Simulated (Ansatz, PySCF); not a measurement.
Species: CH₃S (charge -1, singlet). 
Coordinates optimised at B3LYP-D3(BJ)/def2-TZVP (Ansatz, a first-principles code):
```xyz
5

C     -1.1217    -0.0648    -0.0032
S      0.7089     0.0409     0.0020
H     -1.4983    -0.7277    -0.7953
H     -1.5192    -0.4532     0.9454
H     -1.5950     0.9146    -0.1633
```
Charge -1, spin multiplicity 1.

Total electronic energies in hartree. Correlated levels leave the core frozen unless marked. Spin-orbit coupling is left out. No relativistic terms. CBS marks a two-point X^-3 extrapolation of the correlation energy; Hartree-Fock from the larger set.

```json
[
 {"level": "HF/6-31G*", "program": "Ansatz", "energy (Eh)": "-437.11471"},
 {"level": "HF/cc-pV(D+d)Z", "program": "Ansatz", "energy (Eh)": "-437.13209"},
 {"level": "HF/def2-TZVPPD", "program": "Ansatz", "energy (Eh)": "-437.16989"},
 {"level": "RI-HF/aug-cc-pV(Q+d)Z", "program": "Ansatz", "energy (Eh)": "-437.18188"},
 {"level": "RI-HF/def2-QZVPPD", "program": "Ansatz", "energy (Eh)": "-437.18241"},
 {"level": "PBE-D3(BJ)/def2-TZVPD", "program": "Ansatz + dftd3", "energy (Eh)": "-437.92256"},
 {"level": "revPBE-D3(BJ)/def2-TZVPD", "program": "Ansatz + dftd3", "energy (Eh)": "-438.07309"},
 {"level": "revPBE-D4/def2-TZVPD", "program": "Ansatz + dftd4", "energy (Eh)": "-438.07683"},
 {"level": "BP86-D3(BJ)/def2-TZVPD", "program": "PySCF + dftd3", "energy (Eh)": "-438.20049"},
 {"level": "r2SCAN-D3(BJ)/def2-TZVPD", "program": "Ansatz + dftd3", "energy (Eh)": "___"},
 {"level": "PBE0/def2-SVP", "program": "Ansatz", "energy (Eh)": "___"},
 {"level": "BHLYP-D4/def2-TZVPD", "program": "Ansatz + dftd4", "energy (Eh)": "___"},
 {"level": "CAM-B3LYP/def2-TZVPD", "program": "Ansatz", "energy (Eh)": "-438.13698"},
 {"level": "RPA@PBE/cc-pV(Q+d)Z", "program": "Ansatz", "energy (Eh)": "-437.83841"},
 {"level": "MP2/6-31G", "program": "Ansatz", "energy (Eh)": "-437.22600"},
 {"level": "MP2/def2-SVP", "program": "Ansatz", "energy (Eh)": "-437.23923"},
 {"level": "SCS-MP2/aug-cc-pV(T+d)Z", "program": "Ansatz", "energy (Eh)": "-437.55704"},
 {"level": "SCS-MP2/cc-pV(Q+d)Z", "program": "Ansatz", "energy (Eh)": "-437.57903"},
 {"level": "SCS-MP2/def2-QZVPPD", "program": "Ansatz", "energy (Eh)": "-437.58539"},
 {"level": "CCSD/cc-pV(D+d)Z", "program": "Ansatz", "energy (Eh)": "-437.44738"},
 {"level": "CCSD(T)/STO-3G", "program": "Ansatz", "energy (Eh)": "-432.19314"},
 {"level": "CCSD(T)/def2-SVP", "program": "Ansatz", "energy (Eh)": "-437.27730"},
 {"level": "CCSD(T)/CBS(def2-TZVPPD,def2-QZVPPD)", "program": "Ansatz", "energy (Eh)": "-437.6429"}
]
```

Task: What belongs in the gaps?

Result: 
- r2SCAN-D3(BJ)/def2-TZVPD, energy (Eh): -438.09391
- PBE0/def2-SVP, energy (Eh): -437.74816
- BHLYP-D4/def2-TZVPD, energy (Eh): -438.12053
